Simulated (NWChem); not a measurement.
Dipole moment of silicon monoxide (OSi)

```xyz
2

Si     0.0000     0.0000     0.5539
O      0.0000     0.0000    -0.9694
```
Charge 0, spin multiplicity 1.

All runs are NWChem calculations. Structure: optimised with PBE0/def2-SVP, a minimum by its harmonic frequencies.

Basis set: def2-SVPD. The CCSD dipole comes from the Λ equations, without orbital relaxation.

The correlated methods keep 6 core orbitals frozen. B3LYP has NWChem's definition, with VWN1-RPA local correlation. No row is a measurement; the coupled-cluster row has its own basis-set and correlation limits.

**Question.** One of these methods gave a dipole moment of 3.00 D. Which?
A) HF
B) B3LYP
C) LDA (SVWN5)

**Answer.** C, LDA (SVWN5). The others give 3.81 (HF), 3.24 (B3LYP).
